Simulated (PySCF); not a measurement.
C₄H₄F₂.
Numbering: `[F:1][C:2]1=[C:3]([F:4])[CH2:5][CH2:6]1`

The computed photoelectron lines, unassigned: C 1s: 291.57 (area 2), 292.88 (area 2) eV; F 1s: 693.41 eV.

Method: delta-SCF UKS SCAN, pcX-2 on the ionised atom, pcseg-1 elsewhere, spin-free X2C in PySCF 2.14.0. Isolated species at its PBE0-D3(BJ)/def2-SVP geometry, gas phase.

(1) Assign the C 1s lines to atoms.

Results:

(1) 291.57 eV: C5/C6 (allylic carbon); 292.88 eV: C2/C3 (vinylic C–F carbon). The listed C 1s values span 1.31 eV, from C5/C6 (bonded to 2 C and 2 H) to C2/C3 (bonded to F, C (double bond) and C).

Bonded neighbours of each site: F1/F4: C; C2/C3: F, C (double bond) and C; C5/C6: 2 C and 2 H.

Question: Express the binding energy of C 1s of C2/C3 in atomic units and per mole.

Answer: 292.88 eV = 10.7631 Eh = 28259 kJ/mol.

Atoms equivalent by their bonding share one computed value, that of the first of them.
